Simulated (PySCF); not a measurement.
**A thermochemical cycle for PF**

MP2 in PySCF with def2-TZVPPD on every atom, for the lowest determinant that a PBE0 search found; no spin–orbit coupling. PF, a triplet (π ↑↑), has De = 4.67 eV to neutral atoms, and PF⁺, a doublet (π ↑), has De = 5.63 eV to P⁺ + F.

At the same level the P atom ionises at 10.48 eV.

Question: What is the adiabatic ionisation energy of the molecule, and does ionisation strengthen or weaken the bond?

Answer: IE = IE(P) + De(neutral) − De(ion) = 10.48 + 4.67 − 5.63 = 9.52 eV. De changes by +0.96 eV, so ionisation strengthens the bond.

Correlated steps freeze 6 core orbitals. For an ion De counts to the pair picked by the measured ionisation energies or electron affinities, which need not be the lowest pair at this level. States were picked by a PBE0 search and need not be the measured ground states.
